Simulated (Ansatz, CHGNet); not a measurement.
Ladder of methods for the elastic constant C11 of 3C-SiC

Reference value: 390 GPa (measured, temperature not stated, no zero-point or thermal correction; as tabulated in Råsander and Moram (2015), arXiv:1505.02379).

| level (code) | value (GPa) | cell (Å³/atom) | difference (%) |
|---|---|---|---|
| CHGNet 0.3.0 | 253 | 10.49 | -35 |
| LDA (Ansatz) | 404 | 10.14 | +3.6 |
| PBE (Ansatz) | 384 | 10.50 | -1.5 |
| PBE-D3(BJ) (Ansatz) | 393 | 10.28 | +0.8 |
| r²SCAN+rVV10 (Ansatz) | 414 | 10.30 | +6.2 |
| B3LYP (VWN-RPA form) (Ansatz) | 411 | 10.47 | +5.4 |
| Hartree–Fock (Ansatz) | 470 | 10.41 | +21 |

The reference's temperature isn't stated, so close values are not ranked against it. Off by more than 25 %, or 35 % on the side where a correction would as a rule narrow the miss (bounds picked here): CHGNet 0.3.0 (-35 %).

The measured value isn't corrected to a static lattice, so vibrations enter the comparison. A static lattice is as a rule stiffer than a warm one, by over a tenth in soft solids.  PBE-D3(BJ): the dispersion coefficients are held fixed in the derivatives. Each level is taken at its own relaxed cell. Cutoffs and k meshes differ between the levels. Ansatz's density-functional and Hartree–Fock values are scalar-relativistic unless marked +SOC, with PAW data made under PBE.

Machine-learned potentials (CHGNet 0.3.0) are trained on DFT data: a solid inside that data is no test of them.

Differences are worked out from the printed values.

Ansatz is a first-principles code.
